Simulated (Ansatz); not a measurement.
Question: Name a neutral molecule of O, P, S and H with HOMO energy (B3LYP/def2-TZVPP) between -7.15 and -6.85 eV and ideal-gas entropy at 298 K and 1 bar (rigid rotor, harmonic PBE0-D4/def2-TZVP) between 285 and 301 J/(mol·K) (Ansatz, PBE0-D4/def2-TZVP geometry).

Answer: `OPS` (-6.98 eV, 291 J/(mol·K)). Other molecules can fit too; these were computed, each in one conformer that needn't be the lowest.

B3LYP here is the variant with VWN-RPA as its local correlation; programs differ in this.
